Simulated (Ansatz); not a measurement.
## Basis-set limit of BeCl⁻, singlet

```tsv
atom	x (Å)	y (Å)	z (Å)
Cl	0.0000	0.0000	0.0000
Be	0.0000	0.0000	1.9446
```

Ansatz 0.2.0, RHF determinant, valence electrons correlated. Energies in eV.

| set | X | functions | Hartree–Fock | MP2 correlation | CCSD(T) correlation | time |
| --- | --- | --- | --- | --- | --- | --- |
| def2-TZVPPD | 3 | 73 | -12903.2226 | -6.4496 | -7.5067 | 0.69 s on 1 thread of Arm Neoverse V2, with other jobs on the host |
| def2-QZVPPD | 4 | 115 | -12903.5856 | -7.1176 | -8.1762 | 2.4 s on 1 thread of Arm Neoverse V2, on a shared host |

Hartree–Fock is taken to follow E(X) = E∞ + A·exp(−7.88·√X), correlation E(X) = E∞ + B·X^−2.97.

Cautions: restricted determinant unstable towards unrestricted.

Work out the CCSD(T) energy at the limit, and how far the shortcut misses it that extrapolates MP2 and adds CCSD(T) minus MP2 from the smaller set.

Hartree–Fock: E∞ = E4 + 0.1377·(E4 − E3) = -12903.6356. Correlation: E∞ = E4 + 0.7407·(E4 − E3) = -8.6721 for CCSD(T) and -7.6123 for MP2. The limit is -12912.3077 eV, 0.546 eV below def2-QZVPPD. The shortcut gives a correlation energy of -7.6123 + (-1.0571) = -8.6694, 3 meV higher than the direct value.

Past Ne part of the Hartree–Fock step between the two sets comes from the cores, which don't follow the formula, so the 50 meV that it adds to the total can overshoot; that part largely cancels in differences.
